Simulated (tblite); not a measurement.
C₄H₉O₂ (doublet state).
Z-matrix (Å and degrees, GFN2-xTB geometry), rows numbered from 1:
```
C 
C   1  1.5490
O   2  1.3326  1  111.38
C   2  1.5689  1  106.39  3  -119.67
C   4  1.5268  2  105.77  1   174.37
O   5  1.3783  4  111.34  2   -59.71
H   1  1.0856  2  110.07  3   176.41
H   1  1.0866  2  108.01  3   -63.64
H   1  1.0863  2  109.84  3    54.93
H   2  1.1097  1  108.95  3   124.35
H   4  1.0882  2  110.36  1   -64.16
H   4  1.0899  2  108.29  1    56.77
H   5  1.0997  4  108.52  2  -177.58
H   5  1.1035  4  110.26  2    64.30
H   6  1.0227  5  105.77  4    37.43
```

Method: GFN2-xTB as coded in tblite; computed harmonic values from a numerical Hessian at the method's own geometry, unscaled. Errors from tens to a few hundred cm⁻¹ against measured bands are possible. One conformer, not necessarily the lowest. Open shells enter through the occupations alone, without spin polarisation, and single modes of such species can be off by tens of per cent.

Harmonic wavenumbers (cm⁻¹): 101.9, 198.2, 214.4, 267.4, 344.6, 444.9, 491.6, 526.7, 729.6, 813.3, 908.3, 926.3, 947.0, 975.4, 1001.1, 1050.8, 1085.3, 1128.5, 1165.3, 1190.0, 1223.7, 1245.8, 1296.7, 1320.4, 1342.6, 1366.2, 1434.3, 1442.0, 1458.4, 1475.6, 2365.8, 2758.2, 2832.8, 2881.9, 3003.5, 3013.7, 3042.3, 3046.9, 3053.7.

A = 6968, B = 2562, C = 2051 MHz; mass 89.060 u (most abundant isotopes); point group C1, symmetry number 1; spin multiplicity 2.

Q: Zero-point energy?

A: Half the sum of the wavenumbers: 27058 cm⁻¹ = 77.36 kcal/mol.

Q: What is S at 350 K and 1 bar for an ideal gas of classical rigid rotors and harmonic oscillators?

A: Translation 40.20, rotation 27.05, vibration 17.38, spin (R ln 2) 1.38: S = 86.0 cal/(mol K).

Q: And Cp and H(350 K) − H(0)?

A: Cp = 31.00 cal/(mol K), of which vibrations give 23.05 (their classical limit is 39 R = 77.5); H(350 K) − H(0) = 6.36 kcal/mol without the zero-point energy, 3.58 from vibrations.

Q: What must be added to the electronic energy to get the Gibbs energy at 350 K and 1 bar?

A: ZPE + [H(350 K) − H(0)] − T·S = 77.36 + 6.36 − 30.10 = 53.62 kcal/mol.

Q: Which modes carry the vibrational entropy at 350 K?

A: 101.9 cm⁻¹: 3.73; 198.2 cm⁻¹: 2.45; 214.4 cm⁻¹: 2.30; 267.4 cm⁻¹: 1.90; 344.6 cm⁻¹: 1.45; 444.9 cm⁻¹: 1.04 cal/(mol K); the other 33 give 4.50 together.

Q: How do the functions run with temperature in this model?

A: 
```tsv
T (K)	S (cal/(mol K))	Cp (cal/(mol K))	H − H(0) (kcal/mol)	G − H(0) (kcal/mol)	ln q(vib)
50	53.7	9.4	0.42	-2.27	0.06
100	61.3	12.9	0.97	-5.15	0.40
298.15	81.4	26.9	4.86	-19.40	2.85
373.15	88.0	32.8	7.10	-25.75	3.94
500	99.0	41.9	11.86	-37.62	5.90
750	118.6	54.8	24.08	-64.87	9.94
1000	135.6	63.3	38.91	-96.69	13.92
```

q(vib) and H(0) count from the zero-point level.

Hindered rotation and anharmonicity are outside this model. Other conformers, if any are populated, would add a mixing term that is left out. The structure is chiral; the term R ln 2 for an equal mix with its mirror image is left out.
